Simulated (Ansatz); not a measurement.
# doublet BH2SF+: levels of theory compared

Wanted: a comparison of 3 runs (UHF/STO-3G, U-r2SCAN/def2-SVPD, UCCSD(T)/def2-SVPD) of doublet BH2SF+. 

The calculation is run with Ansatz 0.2.0.

59 further runs of the same task are left out: 59 set aside as unsound or not needed.

## 1. The system as given

BH2SF+: 5 atoms, total charge +1, spin state doublet. As SMILES of the parent species, `FBS`. Geometry: relaxed at PBE0-D4/def2-TZVP. This is one conformer, not always the lowest. That shape belongs to the parent species and isn't relaxed for this state.

Bond lengths: F1–B2 1.322 Å, B2–S3 1.794 Å, B2–H4 1.194 Å, S3–H5 1.342 Å. Angles: F1–B2–S3 117.9°, F1–B2–H4 119.5°, S3–B2–H4 122.6°, B2–S3–H5 94.9°.

## 2. A single-point energy at UHF/STO-3G (run 1)

The input, input.yaml:

```yaml
crystal:
  periodic: [false, false, false]
  atoms:
    - {symbol: F, position_ang: [-1.119100, -0.905900, -1.069200]}
    - {symbol: B, position_ang: [-0.412800, -0.339100, -0.106100]}
    - {symbol: S, position_ang: [0.972400, 0.698600, -0.579400]}
    - {symbol: H, position_ang: [-0.712000, -0.530900, 1.033700]}
    - {symbol: H, position_ang: [1.321400, 1.003700, 0.679600]}
basis:
  gaussian:
    orbitals: STO-3G
total_charge: 1
magnetization:
  spin_polarized: true
  initial_magnetization: 1
hamiltonian:
  xc: hf
accuracy: high
output: {orbitals: {seedname: orbitals}}
```

The run is started by

```
$ ansatz run input.yaml --threads 1 --pin off --max-ram 2610MiB --events-out events.jsonl --progress --plain --runs-dir runs
```

The program printed:

```text
Warning: RAYON_NUM_THREADS=1 ignored (pool sized by the plan → 1); use --threads N
Functional definition: HF
  name "HF"
  exchange = exact_x
  correlation = 0
371 factors; integrals over basis functions are off by at most 2.9e-8 eV
mean field evaluation 1: about -14052.8980 eV, gradient 2.0e1 eV
mean field evaluation 2: about -14052.9463 eV, gradient 2.0e1 eV
mean field evaluation 4: about -14056.4307 eV, gradient 1.4e0 eV
mean field evaluation 8: about -14056.4518 eV, gradient 3.8e-2 eV
mean field evaluation 16: about -14051.5110 eV, gradient 1.0e1 eV
mean field -14056.45184995 eV, -516.5650776803 hartree, gradient 2.1e-8 eV, S^2 0.758446; 1 other end points of the search recorded, 0 dependent functions left out
reference -14056.45184995 eV, -516.5650776803 hartree; 16, 15 occupied and 5, 6 virtual orbitals, 371 factors
Total energy: -14056.45184995 eV, -516.5650776803 hartree
```

It took 0.18 s on 1 thread of Arm Neoverse V1, shared host.

## 3. The energy at U-r2SCAN/def2-SVPD (run 2)

The input, molecule.yaml:

```yaml
basis:
  gaussian:
    orbitals: def2-SVPD
crystal:
  periodic: [false, false, false]
  atoms:
    - {symbol: F, position_ang: [-1.119100, -0.905900, -1.069200]}
    - {symbol: B, position_ang: [-0.412800, -0.339100, -0.106100]}
    - {symbol: S, position_ang: [0.972400, 0.698600, -0.579400]}
    - {symbol: H, position_ang: [-0.712000, -0.530900, 1.033700]}
    - {symbol: H, position_ang: [1.321400, 1.003700, 0.679600]}
output: {orbitals: {seedname: orbitals}}
magnetization:
  spin_polarized: true
  initial_magnetization: 1
accuracy: high
hamiltonian:
  xc: r2scan
total_charge: 1
```

The run is started by

```
$ ansatz run molecule.yaml --threads 1 --pin off --max-ram 2610MiB --events-out events.jsonl --progress --plain --runs-dir runs
```

The program printed:

```text
Warning: RAYON_NUM_THREADS=1 ignored (pool sized by the plan → 1); use --threads N
Functional definition: r2SCAN
  name "r2SCAN"
  parameter k0 = 0.174
  parameter k1 = 0.065
  parameter a1 = 4.9479
  exchange = r2scan_x(k0 = k0, k1 = k1, a1 = a1)
  correlation = r2scan_c
1673 factors; integrals over basis functions are off by at most 3.4e-9 eV
mean field evaluation 1: about -14235.6375 eV, gradient 4.8e1 eV
mean field evaluation 2: about -14110.5296 eV, gradient 1.5e2 eV
mean field evaluation 4: about -14243.9223 eV, gradient 6.8e0 eV
mean field evaluation 8: about -14244.1746 eV, gradient 3.4e-1 eV
mean field evaluation 16: about -14244.1753 eV, gradient 1.9e-4 eV
mean field evaluation 32: about -14243.6064 eV, gradient 6.3e0 eV
mean field -14244.17530195 eV, -523.4637872979 hartree, gradient 4.3e-8 eV, S^2 0.756089; 3 other end points of the search recorded, 0 dependent functions left out
reference -14244.17531484 eV, -523.4637877715 hartree; 16, 15 occupied and 70, 71 virtual orbitals, 1673 factors
Total energy: -14244.17531484 eV, -523.4637877715 hartree
```

Wall time 23 s (1 thread of Arm Neoverse V1, shared host); peak memory 0.33 GiB.

## 4. The energy at UCCSD(T)/def2-SVPD (run 3)

The input, run.yaml:

```yaml
crystal:
  periodic: [false, false, false]
  atoms:
    - symbol: F
      position_ang: [-1.119100, -0.905900, -1.069200]
    - symbol: B
      position_ang: [-0.412800, -0.339100, -0.106100]
    - symbol: S
      position_ang: [0.972400, 0.698600, -0.579400]
    - symbol: H
      position_ang: [-0.712000, -0.530900, 1.033700]
    - symbol: H
      position_ang: [1.321400, 1.003700, 0.679600]
basis:
  gaussian: {orbitals: def2-SVPD}
total_charge: 1
magnetization: {spin_polarized: true, initial_magnetization: 1}
correlation: {method: ccsd_t, frozen_orbitals: {B: 1, F: 1, H: 0, S: 5}}
accuracy: high
scf: {omitted_lower_state_checks: [cluster_reference, increment]}
```

The run is started by

```
$ ansatz run run.yaml --threads 1 --pin off --max-ram 2610MiB --events-out events.jsonl --progress --plain --runs-dir runs
```

The program printed (excerpt; [...] marks lines left out):

```text
Warning: RAYON_NUM_THREADS=1 ignored (pool sized by the plan → 1); use --threads N
[... 2 set-up lines as earlier in the session ...]
[...]
1673 factors; integrals over basis functions are off by at most 3.4e-9 eV
[...]
mean field -14213.16207441 eV, -522.3240722072 hartree, gradient 4.7e-8 eV, S^2 0.761316; 0 other end points of the search recorded, 0 dependent functions left out
7 core orbitals not correlated: weight in the atoms' cores, before any rotation towards them, 1.000 or more for the frozen orbitals, at most 0.000 for the correlated occupied ones
reference -14213.16207441 eV, -522.3240722072 hartree; 9, 8 occupied and 70, 71 virtual orbitals, 1673 factors
second order -10.49446749 eV of doubles, -0.00000000 eV of singles
cycle   1  -10.94668743 eV  change   -4.5e-1 eV  update   9.3e-2
[...]
cycle  26  -11.36057535 eV  change  -1.1e-10 eV  update   1.9e-9
perturbative correction -0.29356417 eV, -0.0107882843 hartree
Total energy: -14224.81621392 eV, -522.7523539350 hartree
Checks for a lower state left out: cluster_reference, increment
```

Wall time 46 s (1 thread of Arm Neoverse V1, shared host); peak memory 0.83 GiB.

## 5. The series

```
run               level  frozen core orbitals  energy (Eh)  HOMO energy (eV)  LUMO energy (eV)   ⟨S²⟩  wall time
  1          UHF/STO-3G                     –  -516.565078            -17.94             -6.22  0.758     0.18 s
  2  U-r2SCAN/def2-SVPD                     –  -523.463788            -15.05            -14.23  0.756       23 s
  3  UCCSD(T)/def2-SVPD                     7  -522.752354                 –                 –  0.761       46 s
```

## 6. What came out

```
                                          quantity          value
                               run 3: total energy  -522.75235 Eh
run 3: correlation energy (7 core orbitals frozen)     -428.3 mEh
                             run 3: (T) correction     -10.79 mEh
          run 3: ⟨S²⟩ of the reference determinant          0.761
                              run 3: T1 diagnostic          0.018
```

In words: In run 1 the basis is minimal, so the values are rough. All runs together took 70 s, the longest 46 s.
